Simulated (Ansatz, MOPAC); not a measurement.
Process, species as SMILES: C#CC [prop-1-yne] + 4 [H][H] (H2) → 3 C (CH4)

Property: energy of full hydrogenation (enthalpy at 298 K), in kcal/mol. Set-up: dispersion terms only where a functional's name holds one; non-relativistic; valence correlation only; six Cartesian d functions in 6-31G* and its kin unless marked 5d; no spin-orbit coupling; 6-311+G** with 5d; LANL2DZ all-electron up to Ne. CBS(X,Y): correlation extrapolated as X^-3; Hartree-Fock from the larger set. The bracket is a focal-point correction in the basis named. Ab initio and DFT rows: single points at B3LYP-D3(BJ) geometries (Ansatz, a first-principles code), with unscaled harmonic terms from B3LYP/6-31G* at its own minima. Semi-empirical rows: MOPAC heats of formation at their own minima for 298 K.

Measured values: Active Thermochemical Tables 1.112 (ions: stationary electron), as tabulated in the package chemicals; they hold spin-orbit and core effects, anharmonicity. 

Value to compare with, the measured value: -97.9 kcal/mol.

| level | program | energy of full hydrogenation (enthalpy at 298 K) (kcal/mol) | error |
|---|---|---|---|
| MNDO | MOPAC | -80.1 | 17.8 |
| HF/STO-3G | Ansatz | -147.9 | -50.0 |
| PBE/LANL2DZ | Ansatz | -112.8 | -14.9 |
| B3LYP/STO-3G | Ansatz | -129.8 | -31.9 |
| B3LYP/LANL2DZ | Ansatz | -110.4 | -12.5 |
| B3LYP/6-31G* | Ansatz | -105.0 | -7.1 |
| B3LYP/6-31G** | Ansatz | -104.1 | -6.2 |
| MP2/3-21G | Ansatz | -86.6 | 11.3 |
| MP2/6-311+G** | Ansatz | -93.5 | 4.4 |
| PBE/def2-TZVPD | Ansatz | -99.4 | -1.5 |
| PBE0/def2-TZVPD | Ansatz | -106.5 | -8.6 |
| RI-MP2/CBS(aug-cc-pVTZ,aug-cc-pVQZ)+[CCSD(T)-MP2]/aug-cc-pVTZ | Ansatz | -97.5 | 0.4 |

Among the 9 habitual levels, HF/STO-3G lies farthest from the measured value (-50.0 kcal/mol) and MP2/6-311+G** nearest (4.4); 3 of 9 lie above it, and their mean absolute error is 17.3 kcal/mol, the median 12.5. One case shows no general order.

The levels are drawn from those run, B3LYP/6-31G* more often than the rest, none by its result; runs whose electronic state is in doubt are left out.
